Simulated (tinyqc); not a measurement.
Inside a calculation (part 2 of 2). Method: LCCD on RHF in the sto-3g basis, for H2O, spin multiplicity 1. Computed by tinyqc, a small Python program that keeps every step (integrals from PySCF). Command: `OMP_NUM_THREADS=1 python tinyqc.py 22200 22201 out.jsonl` (the two numbers bound the seeds that draw the settings). One thread of a shared host (Intel(R) Xeon(R) Processor @ 2.60GHz), about 0.2 s of CPU time with the checks.

Geometry (angstrom):
```
atom       x        y       z
O     0.0000   0.0000  0.0000
H     0.0000   0.9240  0.5820
H     0.0000  -0.8970  0.5650
```

## LCCD: convergence

E_corr = 1/4 sum <ij||ab> t_ij^ab; stop when the norm of the change is below 1e-8.

Course of the amplitude iterations:
```
update  correlation energy (hartree)  norm of the change
0                          -0.044901                   -
1                          -0.058114            9.11e-02
2                          -0.062753            3.75e-02
3                          -0.065996            1.68e-02
4                          -0.065989            1.86e-03
5                          -0.065994            5.56e-04
6                          -0.065995            5.42e-05
7                          -0.065995            8.36e-06
8                          -0.065995            1.65e-06
9                          -0.065995            5.68e-07
10                         -0.065995            1.02e-07
11                         -0.065995            1.32e-08
12                         -0.065995            4.08e-09
```

Converged amplitudes (spin orbitals 1a, 1b, ...; amplitudes related by a flip of all spins are not repeated; the 24 largest):
```
from      to        t
3a 3b  7a 7b  -0.0909
4a 4b  6a 6b  -0.0746
3a 3b  6a 6b  -0.0651
3a 4b  6b 7a  -0.0641
3a 4b  6a 7b   0.0520
4a 4b  7a 7b  -0.0476
2a 4b  6a 6b  -0.0432
2a 3b  6a 7b   0.0342
2a 2b  6a 6b  -0.0313
5a 5b  6a 6b  -0.0285
2a 3b  6b 7a  -0.0225
2a 2b  7a 7b  -0.0201
5a 5b  7a 7b  -0.0130
3a 4b  6a 6b  -0.0127
3a 4a  6a 7a  -0.0121
2a 3a  6a 7a   0.0117
3a 4b  7a 7b   0.0066
2a 3b  7a 7b   0.0050
2a 3b  6a 6b  -0.0043
2a 4b  7a 7b   0.0043
2a 4b  6b 7a   0.0035
2a 4b  6a 7b  -0.0032
4a 4b  6a 7b   0.0029
3a 3b  6a 7b   0.0029
```

LCCD total energy = -75.004835 hartree

Converged in 12 updates, with DIIS from the third.
